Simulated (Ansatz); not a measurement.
A made-up structure of CH5SSi (charge +1), closed shell:

C1  (-0.680, 0.087, -0.661)
Si2  (0.793, 0.653, 0.277)
S3  (-0.722, -0.853, 0.952)
H4  (-0.594, -0.571, -1.521)
H5  (-1.558, 0.728, -0.700)
H6  (-1.414, 0.264, 0.083)
H7  (2.086, 0.009, 0.011)
H8  (-0.008, -1.926, 0.553)
(Å)

It is relaxed with PBE-D4/def2-SVP and then PBE0-D4/def2-TZVP (Ansatz 0.2.0). Atoms count as bonded within 1.22 times the sum of their covalent radii (H–H: 0.88 Å). The end point is not checked to be a true minimum.

Does its bonding change? (Judge from chemistry; the calculation decides.)

Computed: Yes. Formed: none; broken: C1–Si2, S3–H6.

Where it ends: The first stage lowers the energy by 5.56 eV in 22 steps. It ends as CH₅SSi ([CH3][SH][SiH]), total charge +1:
C1  (-1.405, -0.044, -0.598)
Si2  (1.751, 0.789, 0.203)
S3  (-0.131, -0.431, 0.620)
H4  (-1.050, -0.225, -1.609)
H5  (-1.648, 1.009, -0.454)
H6  (-2.276, -0.656, -0.365)
H7  (2.455, -0.356, 0.906)
H8  (0.206, -1.695, 0.291)
(Å)

Labels in which every atom is bracketed show which atoms are joined, not bond orders.

For scale, one of the runs: PBE0-D4/def2-TZVP relaxation, 135 basis functions, launched by `ansatz run in.yaml --threads 2 --pin off --events-out ev --progress --plain --max-ram 4352MiB`. Hardware: 2 CPU threads of an Intel Xeon 6975P-C, shared host. Wall time about 8.5 s.
